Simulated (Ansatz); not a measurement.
# C4H8: the cost of one run

Computed with Ansatz 0.2.0, Gaussian basis. Level: the settings change from run to run.

## (1) The geometry

An earlier PBE0-D4 in a triple-zeta def2 set relaxation fixed the geometry.

SMILES `CC1CC1`, 12 atoms, charge 0, spin multiplicity 1.

Atoms are counted from 1 here; the program's logs count them from 0.

Bond lengths: C1–C2 1.501 Å, C1–H5 1.094 Å, C1–H6 1.094 Å, C1–H7 1.094 Å, C2–C3 1.497 Å, C2–C4 1.497 Å, C2–H8 1.086 Å, C3–C4 1.501 Å, C3–H9 1.083 Å, C3–H10 1.084 Å, C4–H11 1.084 Å, C4–H12 1.083 Å. Angles: C2–C1–H5 111.4°, C2–C1–H6 111.4°, C2–C1–H7 110.7°, H5–C1–H6 107.9°, H5–C1–H7 107.6°, H6–C1–H7 107.6°, C1–C2–C3 120.0°, C1–C2–C4 120.0°, C1–C2–H8 114.8°, C3–C2–C4 60.2°, C3–C2–H8 115.5°, C4–C2–H8 115.5°, C2–C3–C4 59.9°, C2–C3–H9 118.7°, C2–C3–H10 117.4°, C4–C3–H9 118.2°, C4–C3–H10 117.7°, H9–C3–H10 114.3° and more.

Geometry (Å):

```xyz
12
C4H8
C    -0.9301    1.0362   -0.4404
C    -0.4029   -0.1345    0.3377
C     1.0457   -0.1956    0.7106
C     0.4955   -1.1319   -0.3251
H    -1.8294    0.7696   -1.0028
H    -1.1810    1.8729    0.2176
H    -0.1841    1.3907   -1.1572
H    -1.0921   -0.5413    1.0715
H     1.3174   -0.6035    1.6763
H     1.6831    0.6129    0.3716
H     0.7631   -0.9525   -1.3601
H     0.3919   -2.1781   -0.0657
```

## (2) revPBE0/pcseg-2

Contents of in.yaml:

```yaml
crystal:
  periodic: [false, false, false]
  atoms:
    - {symbol: C, position_ang: [-0.930132, 1.036208, -0.440432]}
    - {symbol: C, position_ang: [-0.402878, -0.134533, 0.337722]}
    - {symbol: C, position_ang: [1.045665, -0.195650, 0.710566]}
    - {symbol: C, position_ang: [0.495453, -1.131859, -0.325119]}
    - {symbol: H, position_ang: [-1.829369, 0.769646, -1.002827]}
    - {symbol: H, position_ang: [-1.181004, 1.872864, 0.217621]}
    - {symbol: H, position_ang: [-0.184079, 1.390692, -1.157213]}
    - {symbol: H, position_ang: [-1.092113, -0.541311, 1.071525]}
    - {symbol: H, position_ang: [1.317360, -0.603468, 1.676280]}
    - {symbol: H, position_ang: [1.683127, 0.612877, 0.371618]}
    - {symbol: H, position_ang: [0.763138, -0.952530, -1.360079]}
    - {symbol: H, position_ang: [0.391931, -2.178136, -0.065661]}
basis:
  gaussian: {orbitals: pcseg-2}
hamiltonian: {xc: {name: revPBE0}}
output: {forces: true}
```

Command:

```
$ ansatz run in.yaml --threads 2 --pin off --events-out ev --progress --plain --max-ram 4352MiB
```

What time and memory should one allow on 2 threads of Arm Neoverse V1, shared host?

About 5 s, with a peak of 0.49 GiB.
